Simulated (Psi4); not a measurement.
Psi4 input (wB97X-D/6-311+G**):

```
memory 1500 MB

molecule {
1 2
F    -0.00000000   -0.00000000   -1.00770435
Cl    0.00000000    0.00000000    0.53349054
symmetry c1
no_reorient
no_com
}

set {
  basis 6-311+G**
  reference uks
  scf_type pk
  dft_radial_points 99
  dft_spherical_points 590
  e_convergence 1e-8
  d_convergence 1e-7
  maxiter 150
}

e = energy('wb97x-d')
print_out(f'\nFINAL {e:.10f} DIPOLE {variable("CURRENT DIPOLE")[0]:.6f} {variable("CURRENT DIPOLE")[1]:.6f} {variable("CURRENT DIPOLE")[2]:.6f}\n')
```

Task: What final total energy does it give?

Result: -559.49001 Eh.
